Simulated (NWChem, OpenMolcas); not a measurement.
## The same job for OpenMolcas

NWChem 7.3.0 runs this on C2H3F3 (1,1,1-trifluoroethane):

run.py:
```python
from ase import Atoms
from ase.calculators.nwchem import NWChem

atoms = Atoms(['C', 'C', 'F', 'F', 'F', 'H', 'H', 'H'], positions=[
    [-1.201938, -0.267208, 0.919129],
    [0.557600, 0.109900, -0.423700],
    [1.692800, -0.382000, 0.093900],
    [0.395200, -0.458200, -1.627700],
    [0.754200, 1.420300, -0.629900],
    [-1.028138, 0.210092, 1.882529],
    [-1.324538, -1.340308, 1.058829],
    [-2.099138, 0.147392, 0.461629],
])

calc = NWChem(
    label='mol',
    theory='dft',
    memory='2200 mb',
    basis='cc-pVDZ',
    basispar='spherical bse',
    dft={'xc': 'pbe0', 'mult': '1', 'grid': 'xfine', 'convergence': 'energy 1e-08', 'iterations': '100', 'mulliken': None},
    task='energy',
)
atoms.calc = calc

print(f"energy = {atoms.get_potential_energy():.6f} eV")
print("dipole (e A):", atoms.get_dipole_moment().round(4))
```

```bash
$ export ASE_NWCHEM_COMMAND="nwchem PREFIX.nwi > PREFIX.nwo"
$ python run.py
```

The C1–C2 distance was set to 2.245 Å, away from the relaxed value.

A bond is far stretched, where a restricted reference may be unsound.

It gives a total energy of -377.102802 Eh.

Task: Write the same calculation for OpenMolcas 26.06 as an input file of the program's own.

Result: One way, which was run:

job.input:
```
>>> EXPORT MOLCAS_PRINT=2

&GATEWAY
 BASLIB=$CurrDir
 COORD
 8
 angstrom
 C       -1.201938      -0.267208       0.919129
 C        0.557600       0.109900      -0.423700
 F        1.692800      -0.382000       0.093900
 F        0.395200      -0.458200      -1.627700
 F        0.754200       1.420300      -0.629900
 H       -1.028138       0.210092       1.882529
 H       -1.324538      -1.340308       1.058829
 H       -2.099138       0.147392       0.461629
 BASIS=cc-pVDZ
 GROUP=NoSym

&SEWARD
 GRIDINPUT
 Grid=UltraFine
 End of Grid

&SCF
 KSDFT=PBE0
 THRESHOLDS=1e-10 1e-07 1e-07 1e-05
 PRORBITALS=1
```

```bash
$ export MOLCAS_MEM=1860
$ pymolcas job.input > job.log
```

(Basis files named in the input come from the Basis Set Exchange and aren't shown.)

Its energy is -377.102802 Eh, 0.000 mEh from the first.
